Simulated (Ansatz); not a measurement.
Input (CCSDT(Q)/cc-pV(D+d)Z; Ansatz, a quantum-chemistry and plane-wave program): A basis named .json is the Basis Set Exchange file of that set.

Ansatz 0.2 input:
```yaml
crystal:
  periodic: [false, false, false]
  atoms:
    - {symbol: S, position_ang: [0.10491123, -0.00079548, 0.04460729]}
    - {symbol: H, position_ang: [-0.32425306, 0.99411402, -0.77358955]}
    - {symbol: H, position_ang: [-0.34497428, -0.99733403, -0.76036906]}
    - {symbol: H, position_ang: [-1.00935239, 0.01594770, 0.82024201]}
basis:
  gaussian:
    orbitals: cc-pV_D+d_Z.json
total_charge: 1
magnetization: {spin_polarized: false}
correlation: {method: ccsdt_q, electrons: outside_noble_gas}
```

Output:

```
Functional definition: HF
integrals: 0.01 GiB planned
710 factors; integrals over basis functions are off by at most 1.7e-7 eV
mean field: 0.09 GiB planned
mean field evaluation 1: about -10855.8624 eV, gradient 1.5e1 eV
mean field evaluation 2: about -10855.8658 eV, gradient 1.5e1 eV
mean field evaluation 4: about -10856.7702 eV, gradient 1.5e0 eV
mean field evaluation 8: about -10856.7841 eV, gradient 1.0e-3 eV
mean field evaluation 16: about -10856.7841 eV, gradient 5.8e-6 eV
mean field -10856.78412937 eV, -398.9794577617 hartree, gradient 5.8e-6 eV, S^2 0.000000; 0 other end points of the search recorded, 0 dependent functions left out
5 core orbitals not correlated
reference -10856.78412937 eV, -398.9794577617 hartree; 4, 4 occupied and 29, 29 virtual orbitals, 710 factors
second order -4.01386577 eV of doubles, -0.00000000 eV of singles
coupled cluster: 0.14 GiB planned
cycle   1  -4.56452954 eV  change   -5.5e-1 eV  update   5.6e-2
cycle   2  -4.86709737 eV  change   -3.0e-1 eV  update   2.2e-2
cycle   3  -4.88745446 eV  change   -2.0e-2 eV  update   5.9e-3
cycle   4  -4.88664050 eV  change    8.1e-4 eV  update   2.0e-3
cycle   5  -4.88640854 eV  change    2.3e-4 eV  update   5.2e-4
cycle   6  -4.88620404 eV  change    2.0e-4 eV  update   1.6e-4
cycle   7  -4.88622669 eV  change   -2.3e-5 eV  update   4.9e-5
cycle   8  -4.88627283 eV  change   -4.6e-5 eV  update   1.3e-5
cycle   9  -4.88625892 eV  change    1.4e-5 eV  update   3.6e-6
cycle  10  -4.88625749 eV  change    1.4e-6 eV  update   7.9e-7
cycle  11  -4.88625801 eV  change   -5.2e-7 eV  update   2.3e-7
perturbative correction -0.00571530 eV, -0.0002100334 hartree
Total energy: -10861.67610268 eV, -399.1592344649 hartree
```
